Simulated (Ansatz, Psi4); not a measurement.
## Worked example: the enthalpy of formation of CH3F (fluoromethane)

CH3F: 5 atoms, total charge 0, spin state singlet. SMILES: `CF`. The coordinates come from a PBE0-D4/def2-TZVP relaxation.

Total energies at PBE0/def2-TZVPP (Psi4 1.11); the atoms run unrestricted:

```
species    state  energy (Eh)
   CH3F  singlet  -139.654882
      C  triplet   -37.805374
      F  doublet   -99.676176
      H  doublet    -0.501036
```

Harmonic wavenumbers at PBE0-D4/def2-TZVP, in cm⁻¹: 1097, 1199, 1199, 1485, 1489, 1489, 3044, 3131, 3131.

Measured heats of formation of the gaseous atoms at 298.15 K, in kJ/mol: C 716.9, F 79.4, H 218.0. Spin-orbit lowering of the atoms at 298 K (mean of the ground term's levels less their thermal mean, from spectra), in kJ/mol: C 0.02, F 1.29. Take 1 Eh = 2625.50 kJ/mol, 1 cm⁻¹ = 0.0119627 kJ/mol, RT = 2.479 kJ/mol.

Work out the heat of formation of the gas at 298 K.


1. Electronic atomisation energy: (-37.805374) + (-99.676176) + 3 × (-0.501036) − (-139.654882) = 0.670224 Eh = 1759.7 kJ/mol.
2. Zero-point energy: half the sum of the wavenumbers, 8632 cm⁻¹ = 103.3 kJ/mol.
3. Thermal vibrational enthalpy, Σ hcν̃/(exp(hcν̃/kT) − 1): 0.2 kJ/mol. Translation, rotation and pV of a non-linear molecule: 4 RT = 9.9 kJ/mol.
4. The 5 free atoms carry 5/2 RT each: 31.0 kJ/mol.
5. Spin-orbit coupling lowers the free atoms by 0.02 + 1.29 = 1.3 kJ/mol.
6. Atomisation enthalpy at 298 K: 1759.7 − 1.3 − 103.3 − 0.2 − 9.9 + 31.0 = 1676.0 kJ/mol.
7. Sum of the atoms' heats of formation: 1450.3 kJ/mol. Heat of formation: 1450.3 − 1676.0 = -225.7 kJ/mol.

The tabulated value is -236.6 kJ/mol (Active Thermochemical Tables), so this level is off by +10.9 kJ/mol, or 0.6 % of the atomisation enthalpy that the table implies (1686.8 kJ/mol). Anharmonicity and any spin-orbit splitting of the molecule are left out.
